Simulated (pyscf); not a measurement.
A first-order saddle from PySCF, ωB97X-D3(BJ)/def2-SVP:

```
Si
H 1 1.5247
O 1 1.8355 2 94.61
H 3 0.9661 1 119.06 2 39.92
H 3 1.1604 4 121.07 1 -97.88
F 5 1.1992 3 134.62 4 124.97
Cl 1 2.0628 2 103.65 3 -105.10
```
Charge 0, spin multiplicity 2.

Surface: doublet, charge 0. Lowest wavenumbers (cm⁻¹): 794i, 136, 210, 395, 536.

Q: Name the species on either side of this saddle.

A: HO–SiH•–Cl + hydrogen fluoride (HF) <-> water (H₂O) + F–SiH•–Cl, a four-centre exchange read from left to right: O–Si, F–H broken and H–O, F–Si formed. At ωB97M-D3(BJ)/def2-TZVP it lies +58.9 kJ/mol from the left side and +91.8 kJ/mol from the right (each side as separated species at their lowest minima found). On the reactant side the descent ends in a complex, 17.7 kJ/mol under the separated species and 82.3 kJ/mol under the saddle at ωB97X-D3(BJ)/def2-TZVP. One saddle was located; it need not be the lowest between these sides.
